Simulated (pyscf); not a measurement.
6 transition-metal steps of one kind (substitution at C, radical): reaction energy in kcal/mol, from the separated reactants or the lowest minimum found. PySCF, gas phase, ωB97X-D3(BJ)/def2-SVP geometries. Functionals in def2-TZVP; the last column is ωB97M-D3(BJ)/def2-TZVP. Rows were drawn at random from the steps of this kind and element class whose saddle was verified and whose references are stable.

```
step                                             PBE  PBE0-D3(BJ)  M06-2X  ωB97M-D3(BJ)
---------------------------------------------  -----  -----------  ------  ------------
H₃C–CH₂–Zn–OH + H• → CH₄ + •H₂C–Zn–OH          -20.0        -20.1   -21.1         -21.9
H₃C–CH₂–Zn–OH + CH₃• → H₃C–CH₂–CH₃ + [HO–Zn]•  -25.2        -26.0   -29.2         -25.7
H₃C–ZnH + CH₃• → H₃C–CH₃ + ZnH•                -22.9        -23.2   -26.4         -22.3
H₃C–CH₂–ZnH + CH₃• → H₃C–CH₃ + •H₂C–ZnH         -8.6         -8.4    -8.9          -8.9
H₃C–Re(=O)(=O)=O + H• → CH₄ + [O=Re(=O)=O]•    -25.9        -26.5   -32.4         -31.2
Cl–CH₂–Zn–Cl + H• → H₃C–Cl + [Cl–Zn]•          -36.8        -37.6   -40.9         -38.4
```

Differences from the last column (kcal/mol): PBE: mean +1.5, median +1.1, mean size 1.7, lower in 1 of 6; PBE0-D3(BJ): mean +1.1, median +0.7, mean size 1.5, lower in 2 of 6; M06-2X: mean -1.8, median -1.9, mean size 2.0, lower in 4 of 6. PBE is closest for row 4 (0.3 kcal/mol apart) and farthest for row 5 (5.3 kcal/mol). PBE, r²SCAN and M06-2X carry no added dispersion term. The last column is a level with limits of its own. The term symbol of open-shell Cl–Zn was not checked; spin-orbit terms are left out. Open-shell species with a d-block atom are single-reference here; other states, and whether the spin sits on metal or ligand, were not checked. Elements up to Kr have no core potential and no relativistic terms here. Elements past Kr carry the def2 core potentials, without spin-orbit coupling.
